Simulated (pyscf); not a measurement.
# Addition across a multiple bond or ene-type step: F–BH–F + ethylene (H₂C=CH₂) -> F–BH–CH₂–CH₂–F

Gas phase, singlet surface, charge 0. Bonds broken: F1–B2. Bonds formed: F1–C5, B2–C6. Optimised with ωB97X-D3(BJ)/def2-SVP in PySCF. MP2 and CC: frozen core, UHF for open shells. ΔMP2 is the change of the MP2 total energy from the triple- to the quadruple-zeta basis.

Transition state (Å):

```xyz
10

F     -0.4291    -0.9705     0.1866
B     -1.8079    -0.3541     0.5372
F     -2.7621    -1.0917    -0.0919
H     -1.9083    -0.2274     1.7414
C     -0.2529     0.6466    -0.6304
C     -1.5290     1.1529    -0.2834
H      0.6427     0.9264    -0.0678
H     -0.0643     0.2128    -1.6168
H     -1.5538     1.9678     0.4468
H     -2.2605     1.2325    -1.0941
```

One imaginary mode, 549i cm⁻¹; descent along it reached the two sides named.

```json
[
 {"bond": "F1–B2", "change": "breaks", "reactant side (Å)": "1.323", "saddle": "1.550", "product side": "2.8"},
 {"bond": "F1–C5", "change": "forms", "reactant side (Å)": "3.1", "saddle": "1.820", "product side": "1.388"},
 {"bond": "B2–C6", "change": "forms", "reactant side (Å)": "3.0", "saddle": "1.738", "product side": "1.575"}
]
```

Electronic energies relative to the separated reactants (kcal/mol):

```csv
level,barrier,reaction energy,reverse barrier
ωB97X-D3(BJ)/def2-TZVP,35.1,+15.7,19.3
PBE/def2-TZVP,31.5,+17.8,13.8
r²SCAN/def2-TZVP,32.2,+17.8,14.4
B3LYP-D3(BJ)/def2-TZVP,37.9,+20.5,17.4
PBE0-D3(BJ)/def2-TZVP,32.7,+14.8,17.9
M06-2X/def2-TZVP,38.3,+19.3,19.0
ωB97M-D3(BJ)/def2-TZVP,36.6,+19.2,17.5
HF/def2-TZVP,52.2,+25.2,26.9
MP2/def2-QZVPP,39.5,+20.8,18.8
CCSD/def2-TZVPP,42.1,+21.3,20.8
CCSD(T)/def2-TZVPP,39.8,+21.4,18.4
CCSD(T)/def2-TZVPP + ΔMP2(QZVPP),39.9,+21.2,18.7
```

With CCSD(T)/def2-TZVPP + ΔMP2(QZVPP) energies and thermal terms (ideal gas, 1 atm, RRHO with modes under 100 cm⁻¹ raised to 100, one conformer, R ln 2 for chiral ones without a mode under 150 cm⁻¹), in kcal/mol:

```
T (K)   ΔH‡   ΔG‡     ΔH     ΔG
-----  ----  ----  -----  -----
298    40.7  52.3  +23.4  +33.7
600    40.9  63.9  +23.9  +43.9
900    41.5  75.3  +24.8  +53.8
1200   42.1  86.5  +25.8  +63.3
```

The same reactants have a lower exit, to H₃C–CH₂–B(F)–F (barrier +23.3 kcal/mol at ωB97M-D3(BJ)/def2-TZVP, against +36.6 kcal/mol here). F–BH–CH₂–CH₂–F lies 56.4 kcal/mol over its isomer H₃C–CH₂–B(F)–F (electronic energy, ωB97M-D3(BJ)/def2-TZVP). One saddle was located; it need not be the lowest between these sides. The CCSD(T) − MP2 part came from Ansatz, without density fitting, on the same reference.
